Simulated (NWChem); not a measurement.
Program: NWChem. System: formaldehyde (CH2O), charge 0, spin multiplicity 1, at a geometry optimised with PBE0/def2-SVP. Level: CCSD(T)/def2-SVP, 2 core orbitals frozen.

Part of the output:

```
             Northwest Computational Chemistry Package (NWChem) 7.3.0
             --------------------------------------------------------

                                NWChem Input Module
                                -------------------

 Scaling coordinates for geometry "geometry" by  1.889725989
 (inverse scale =  0.529177249)

 Turning off AUTOSYM since
 SYMMETRY directive was detected!

                             Geometry "geometry" -> ""
                             -------------------------

 Output coordinates in angstroms (scale by  1.889725989 to convert to a.u.)

  No.       Tag          Charge          X              Y              Z
 ---- ---------------- ---------- -------------- -------------- --------------
    1 C                    6.0000     0.00000000     0.00000000     0.52280200
    2 O                    8.0000     0.00000000     0.00000000    -0.67326900
    3 H                    1.0000    -0.94442800     0.00000000     1.12467000
    4 H                    1.0000     0.94442800     0.00000000     1.12467000

 Effective nuclear repulsion energy (a.u.)      31.3560320609

            Nuclear Dipole moment (a.u.)
            ----------------------------
        X                 Y               Z
 ---------------- ---------------- ----------------
     0.0000000000     0.0000000000     0.0000000000

      Symmetry information
      --------------------

 Group name             C2v
 Group number             16
 Group order               4
 No. of unique centers     3

      Symmetry unique atoms

     1    2    3


 Summary of "ao basis" -> "" (spherical)
 ------------------------------------------------------------------------------
       Tag                 Description            Shells   Functions and Types
 ---------------- ------------------------------  ------  ---------------------
 *                          def2-svp                  on all atoms

 Summary of "ao basis" -> "ao basis" (spherical)
 ------------------------------------------------------------------------------
       Tag                 Description            Shells   Functions and Types
 ---------------- ------------------------------  ------  ---------------------
 C                          def2-svp                 6       14   3s2p1d
 O                          def2-svp                 6       14   3s2p1d
 H                          def2-svp                 3        5   2s1p

                                 NWChem SCF Module
[...]
task        91 out of       171 done  53%  at       0.2 secs
task        95 out of       171 done  55%  at       0.2 secs
task       103 out of       171 done  60%  at       0.2 secs
task       112 out of       171 done  65%  at       0.2 secs
task       120 out of       171 done  70%  at       0.2 secs
task       129 out of       171 done  75%  at       0.2 secs
task       137 out of       171 done  80%  at       0.2 secs
task       146 out of       171 done  85%  at       0.2 secs
task       154 out of       171 done  90%  at       0.2 secs
task       163 out of       171 done  95%  at       0.3 secs
task       171 out of       171 done 100%  at       0.3 secs
 commencing triples evaluation - blocking       1
 ccsd(t): done        1 out of       30 progress:    3.3%
 ccsd(t): done        2 out of       30 progress:    6.7%
 ccsd(t): done        3 out of       30 progress:   10.0%
 ccsd(t): done        4 out of       30 progress:   13.3%
 ccsd(t): done        5 out of       30 progress:   16.7%
 ccsd(t): done        6 out of       30 progress:   20.0%
 ccsd(t): done        7 out of       30 progress:   23.3%
 ccsd(t): done        8 out of       30 progress:   26.7%
 ccsd(t): done        9 out of       30 progress:   30.0%
 ccsd(t): done       10 out of       30 progress:   33.3%
 ccsd(t): done       11 out of       30 progress:   36.7%
 ccsd(t): done       12 out of       30 progress:   40.0%
 ccsd(t): done       13 out of       30 progress:   43.3%
 ccsd(t): done       14 out of       30 progress:   46.7%
 ccsd(t): done       15 out of       30 progress:   50.0%
 ccsd(t): done       16 out of       30 progress:   53.3%
 ccsd(t): done       17 out of       30 progress:   56.7%
 ccsd(t): done       18 out of       30 progress:   60.0%
 ccsd(t): done       19 out of       30 progress:   63.3%
 ccsd(t): done       20 out of       30 progress:   66.7%
 ccsd(t): done       21 out of       30 progress:   70.0%
 ccsd(t): done       22 out of       30 progress:   73.3%
 ccsd(t): done       23 out of       30 progress:   76.7%
 ccsd(t): done       24 out of       30 progress:   80.0%
 ccsd(t): done       25 out of       30 progress:   83.3%
 ccsd(t): done       26 out of       30 progress:   86.7%
 ccsd(t): done       27 out of       30 progress:   90.0%
 ccsd(t): done       28 out of       30 progress:   93.3%
 ccsd(t): done       29 out of       30 progress:   96.7%
 ccsd(t): done       30 out of       30 progress:  100.0%
 Time for integral evaluation pass     1        0.27
 Time for triples evaluation pass      1        0.15

 pseudo-e(mp4)  -0.10792118911298E-01
 pseudo-e(mp5)   0.10005959371418E-02
        e(t)    -0.97915229741559E-02

 --------------
 CCSD(T) Energy
 --------------
 Reference energy:                    -113.778683666592713

 CCSD corr. energy:                     -0.331504871249859
 T(CCSD) corr. energy:                  -0.010792118911298
 Total CCSD+T(CCSD) energy:           -114.120980656753872

 CCSD corr. energy:                     -0.331504871249859
 (T) corr. energy:                      -0.009791522974156
 Total CCSD(T) energy:                -114.119980060816729

 routine      calls  cpu(0)   cpu-min  cpu-ave  cpu-max   i/o
 aoccsd          1     0.00     0.00     0.00     0.00    0.00
 iterdrv         1     0.00     0.00     0.00     0.00    0.00
 pampt          11     0.01     0.01     0.01     0.01    0.00
 t2pm           11     0.02     0.02     0.02     0.02    0.00
 sxy            11     0.05     0.05     0.05     0.05    0.00
 ints       321651     2.69     2.69     2.69     2.69    0.00
 t2eri        1881     0.24     0.24     0.24     0.24    0.00
 idx2         1881     0.08     0.08     0.08     0.08    0.00
 idx34          11     0.01     0.01     0.01     0.01    0.00
 ht2pm          11     0.03     0.03     0.03     0.03    0.00
 itm            11     0.09     0.09     0.09     0.09    0.00
 pdiis          11     0.00     0.00     0.00     0.00    0.00
 triples         1     0.00     0.00     0.00     0.00    0.00
 rdtrpo          1     0.00     0.00     0.00     0.00    0.00
 trpmos          1     0.27     0.27     0.27     0.27    0.00
 trpdrv          1     0.03     0.03     0.03     0.03    0.00
 dovvv        7560     0.05     0.05     0.05     0.05    0.00
 doooo        7560     0.02     0.02     0.02     0.02    0.00
 tengy        6480     0.05     0.05     0.05     0.05    0.00
 Total                 3.66     3.66     3.66     3.66    0.00

 Task  times  cpu:        4.0s     wall:        4.0s

 Total times  cpu:        4.0s     wall:        4.0s
```

**Question.** Write an NWChem input that would produce this output.

**Answer.** This is not unique; one that fits is 
```
start mol
memory heap 100 mb stack 700 mb global 1900 mb
geometry units angstroms nocenter noautoz
  C      0.000000     0.000000     0.522802
  O      0.000000     0.000000    -0.673269
  H     -0.944428     0.000000     1.124670
  H      0.944428     0.000000     1.124670
  symmetry group C2v
end
basis spherical
  * library def2-svp
end
scf
  rhf
  nopen 0
  maxiter 100
  thresh 1e-7
  semidirect memsize 60000000 filesize 0
end
ccsd
  freeze core 2
  maxiter 60
end
task ccsd(t) energy
```
